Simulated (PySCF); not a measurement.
Structure problem from calculated spectra and properties.

Formula: C3H4N; charge -1.

* 1H NMR: chemical shifts (computed TMS as zero) by class: 2.21 (3 H), -0.26 (1 H) ppm [GIAO B97-2/pcSseg-2]
* XPS: C1s 283.7, C1s 285.1, C1s 285.9, N1s 397.3 eV [ΔSCF SCAN, pcX-2 on the ionised atom, pcseg-1 elsewhere, spin-free X2C]
* Couplings: largest of the computed one-bond spin–spin couplings (means over like bonds): 13C–1H +162.6, 13C–1H +124.0 (×3), 13C–13C +103.2, 13C–13C +60.4, 15N–13C -16.4 Hz [B3LYP/pcJ-1]
* NMR, other nuclei: isotropic shieldings of nuclei other than C and H, by class: -17 (1 N) ppm [GIAO B97-2/pcSseg-2]
* 13C NMR: chemical shifts (computed TMS as zero) by class: 150.7 (1 C), 22.9 (1 C), 0.4 (1 C) ppm [GIAO B97-2/pcSseg-2]
* Rotational structure: rotational constants A, B, C: 38.136, 4.565, 4.188 GHz [PBE0-D3(BJ)/def2-SVP]

Electronic properties: PySCF, gas phase, density fitting. Levels stand in brackets. Isolated species at its PBE0-D3(BJ)/def2-SVP geometry, gas phase. The HOMO energy is positive, so at this level the finite basis confines the outermost electrons. No diffuse functions stand in pcJ-1 and pcSseg-2, which bears on an anion's orbital energies. NMR values are class means; diastereotopic atoms form classes of their own.

Task: What is the compound? Reason from the data.

Result: Numbering: `[CH3:1][CH-:2][C:3]#[N:4]`. 3 carbons fall into 3 classes; from least to most shielded: carbon bonded to C and N [C3] (150.7 ppm), methyl carbon [C1] (22.9 ppm), carbon bonded to 2 C and H [C2] (0.4 ppm). Hydrogen classes from least to most shielded: 3 H on a methyl carbon, C1 (2.21 ppm, a mean of values up to 1.0 ppm apart in this geometry), 1 H on a carbon bonded to 2 C and H, C2 (-0.26 ppm). The other shieldings belong to: -17 ppm, nitrogen bonded to C [N4]. The couplings run between: +162.6 Hz, carbon bonded to 2 C and H [C2] and its hydrogen; +124.0 Hz, methyl carbon [C1] and its hydrogen (with 2 like pairs); +103.2 Hz, carbon bonded to 2 C and H [C2] and carbon bonded to C and N [C3]; +60.4 Hz, methyl carbon [C1] and carbon bonded to 2 C and H [C2]; -16.4 Hz, nitrogen bonded to C [N4] and carbon bonded to C and N [C3]. The core levels belong to: C1s 283.7 eV, carbon bonded to 2 C and H [C2]; C1s 285.1 eV, carbon bonded to C and N [C3]; C1s 285.9 eV, methyl carbon [C1]; N1s 397.3 eV, nitrogen bonded to C [N4]. By its constants the optimised geometry is an asymmetric top. Structure: `C[CH-]C#N`. The assignments are read from this structure; whether some other isomer fits the data as well wasn't checked.
